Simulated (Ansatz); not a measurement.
Relaxing CsBe₃

Computed with DFT PBE, scalar-relativistic, plane waves, PAW (Ansatz). Cutoff 420 eV, Γ-centred k mesh, Gaussian smearing, no spin polarisation in the final step.

CsBe₃ was placed on the Cu3Au (L1_2) structure type (Pm-3m, No. 221), with Cs in place of Au, Be in place of Cu, at a guessed volume.

```yaml
crystal:
  lattice:
    - [4.05469, 0.00000, 0.00000]
    - [0.00000, 4.05469, 0.00000]
    - [0.00000, 0.00000, 4.05469]
  atoms:
    - { symbol: Cs, position: [0.00000, 0.00000, 0.00000] }
    - { symbol: Be, position: [0.00000, 0.50000, 0.50000] }
    - { symbol: Be, position: [0.50000, 0.00000, 0.50000] }
    - { symbol: Be, position: [0.50000, 0.50000, 0.00000] }
```

Cell and atoms relax at zero pressure; the relaxation can't lower the symmetry of the start. After a coarse first stage the cell is made exact in the group found at 0.06 Å.

The zero of energy is the elements' standard structures at the same level; no fitted shifts are applied.

Problem. Which crystal results?

Solution. It keeps Pm-3m (No. 221). The result has the Cu3Au (L1_2) structure. Conventional cell: a = 4.633 Å. Cs has 12 Be at 3.28 Å; Be has 4 Cs at 3.28 Å and 8 Be at 3.28 Å.

```
Cs Be
1.0
     4.63256    0.00000    0.00000
     0.00000    4.63256    0.00000
     0.00000    0.00000    4.63256
Cs Be
1 3
Direct
  0.00000 0.00000 0.00000
  0.00000 0.50000 0.50000
  0.50000 0.00000 0.50000
  0.50000 0.50000 0.00000
```

Problem. What are its volume, energy, density and gap?

Solution. The volume per atom is 24.85 Å³ and the density is 2.67 g/cm³. The energy over the elements is 1.93 eV/atom and the gap on the 10×10×10 mesh is 0 eV (a metal).

The final run used a 10×10×10 mesh on its 4-atom cell and 0.10 eV smearing. For metals, differences of a few meV/atom aren't resolved. Symmetry constrained the relaxation, so the result can be a saddle point.

Cost: 3 runs of about 0.66 core-minutes in all, on Arm Neoverse N1 (shared hosts).